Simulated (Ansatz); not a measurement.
**AlP₂H+ (doublet): the correlation ladder, cc-pVDZ**

One table from this session's results is given with a row withheld; the runs are named, their logs left out.

Computed with Ansatz 0.2.0, Gaussian basis. Level: cc-pVDZ, core rule «outside noble gas», up to 15 orbitals frozen.

Plan: UHF; CCSD(T) on ROHF; CCSD(T) on UHF; BCCD(T) on ROHF; CISD; CCSDT(Q) on ROHF; CCSDT(Q) on UHF.

23 further runs of the same task are left out: 1 for a known fault of the program, 9 that didn't finish, 13 set aside as unsound or not needed.

## The geometry

The geometry is a PBE0/def2-TZVP stationary point (not a proven minimum) of the parent state, kept for this charge and spin.

4 atoms, charge 1, spin multiplicity 2.

Atoms are counted from 1 here; the program's logs count them from 0.

Bond lengths: P1–Al2 2.241 Å, Al2–P3 2.191 Å, P3–H4 1.438 Å. Angles: P1–Al2–P3 179.9°, Al2–P3–H4 82.1°.

Set-up of the first run:

in.yaml reads:

```yaml
crystal:
  periodic: [false, false, false]
  atoms:
    - {symbol: P, position_ang: [0.000007, -0.304246, 2.733079]}
    - {symbol: Al, position_ang: [-0.000015, -0.348696, 0.492088]}
    - {symbol: P, position_ang: [0.000008, -0.387284, -1.698244]}
    - {symbol: H, position_ang: [0.000000, 1.040227, -1.526924]}
basis:
  gaussian: {orbitals: cc-pVDZ}
total_charge: 1
magnetization: {spin_polarized: true, initial_magnetization: 1}
hamiltonian: {xc: hf}
output: {orbitals: {seedname: orbitals}}
```

Launch:

```console
ansatz run in.yaml --threads 1 --pin off --events-out ev --progress --plain --max-ram 2393MiB
```

Among the steps run: UHF; CCSD(T) on ROHF; CCSD(T) on UHF; BCCD(T) on ROHF; CISD; CCSDT(Q) on ROHF; CCSDT(Q) on UHF.

One table of the session follows, with a row left open; its other results are not shown here.

```
   method  from RCCSDT(Q) (meV)
      UHF                     ?
     RMP2               +2317.6
     UMP2               +1579.5
     CISD               +2518.2
    RCCSD                +460.0
    UCCSD                +350.2
 RCCSD(T)                 +83.6
 UCCSD(T)                +103.4
  BCCD(T)                +102.9
   RCCSDT                 +81.7
   UCCSDT                 +44.1
RCCSDT(Q)                     0
UCCSDT(Q)                 +20.7
```

Q: Estimate the row for UHF from the others.

As computed: from RCCSDT(Q) (meV): +7219.7. In the column «from RCCSDT(Q) (meV)» it is the highest.

Left out of the table: ROHF (another determinant or state than the rows shown).

Limits of these values: The determinant is far from a pure spin state, so its energy mixes those of several spin states (harmless only where they are near-degenerate, as at dissociation). The report flags that the cluster equations may have other roots. The program flags RCCSD(T), BCCD(T), RCCSDT(Q) as in doubt, so the zero of the table is itself unsure. Warnings: spin contamination; coupled cluster took another determinant than the lowest; large T1 diagnostic. Restricted and unrestricted rows rest on different reference determinants; where their highest levels disagree by more than a few hundredths of an eV, they describe different states and don't form one ladder.
